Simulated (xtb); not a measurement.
xtb input (GFN1-xTB):

```bash
xtb mol.xyz --gfn 1 --sp --chrg -1 --uhf 0
```
mol.xyz:
```
5

C     -0.11694774     1.03088931    -0.00007554
C      1.22198947     1.09440150     0.02281699
Cl    -0.60067191    -0.88892025    -0.01186726
H      1.92742678     0.26300953     0.03327278
H      1.65374524     2.09688986     0.03202189
```

End of the output:

```
         :::::::::::::::::::::::::::::::::::::::::::::::::::::
         ::                     SUMMARY                     ::
         :::::::::::::::::::::::::::::::::::::::::::::::::::::
         :: total energy              -9.673275569102 Eh    ::
         :: gradient norm              0.038223244546 Eh/a0 ::
         :: HOMO-LUMO gap              4.123891242500 eV    ::
         ::.................................................::
         :: SCC energy                -9.750276481006 Eh    ::
         :: -> electrostatic           0.112774395468 Eh    ::
         :: repulsion energy           0.078160212447 Eh    ::
         :: dispersion energy         -0.001159300543 Eh    ::
         :: halogen bond corr.         0.000000000000 Eh    ::
         :: add. restraining           0.000000000000 Eh    ::
         :: total charge              -1.000000000000 e     ::
         :::::::::::::::::::::::::::::::::::::::::::::::::::::

           -------------------------------------------------
          |                Property Printout                |
           -------------------------------------------------

    * Orbital Energies and Occupations

         #    Occupation            Energy/Eh            Energy/eV
      -------------------------------------------------------------
         1        2.0000           -0.6459519             -17.5772
         2        2.0000           -0.3947246             -10.7410
         3        2.0000           -0.3369363              -9.1685
         4        2.0000           -0.3134469              -8.5293
         5        2.0000           -0.2784170              -7.5761
         6        2.0000           -0.2687220              -7.3123
         7        2.0000           -0.2522422              -6.8639
         8        2.0000           -0.1892739              -5.1504
         9        2.0000           -0.1458864              -3.9698 (HOMO)
        10                          0.0056638               0.1541 (LUMO)
        11                          0.0082541               0.2246
        12                          0.1037078               2.8220
        13                          0.1472924               4.0080
        14                          0.2176419               5.9223
        15                          0.2179007               5.9294
        16                          0.2245446               6.1102
Note: The following floating-point exceptions are signalling: IEEE_DENORMAL
normal termination of xtb
        17                          0.2293289               6.2404
        18                          0.3010827               8.1929
        19                          0.5213555              14.1868
        20                          0.5729692              15.5913
        21                          0.7758151              21.1110
      -------------------------------------------------------------
                  HL-Gap            0.1515502 Eh            4.1239 eV
             Fermi-level           -0.0701113 Eh           -1.9078 eV

  Mulliken/CM5 charges         n(s)   n(p)   n(d)
     1C    -0.21014 -0.21771   1.514  2.696  0.000
     2C    -0.14220 -0.23754   1.026  3.116  0.000
     3Cl   -0.56327 -0.56461   1.979  5.577  0.007
     4H    -0.03124  0.02103   1.031  0.000  0.000
     5H    -0.05315 -0.00117   1.053  0.000  0.000

Wiberg/Mayer (AO) data.
largest (>0.10) Wiberg bond orders for each atom

 ---------------------------------------------------------------------------
     #   Z sym  total        # sym  WBO       # sym  WBO       # sym  WBO
 ---------------------------------------------------------------------------
     1   6 C    2.767 --     2 C    2.022     3 Cl   0.674
     2   6 C    3.965 --     1 C    2.022     4 H    0.966     5 H    0.962
     3  17 Cl   0.729 --     1 C    0.674
     4   1 H    1.017 --     2 C    0.966
     5   1 H    1.045 --     2 C    0.962
 ---------------------------------------------------------------------------

Topologies differ in total number of bonds
Writing topology from bond orders to xtbtopo.mol

 dipole moment from electron density (au)
     X       Y       Z
   0.7418  -0.3078   0.0120  total (Debye):    2.041

           -------------------------------------------------
          | TOTAL ENERGY               -9.673275569102 Eh   |
          | GRADIENT NORM               0.038223244546 Eh/α |
          | HOMO-LUMO GAP               4.123891242500 eV   |
           -------------------------------------------------

------------------------------------------------------------------------
------------------------------------------------------------------------
 total:
 SCF:
```

It need not be the lowest isomer of its formula. Whether it binds its extra electron was not tested at this geometry.
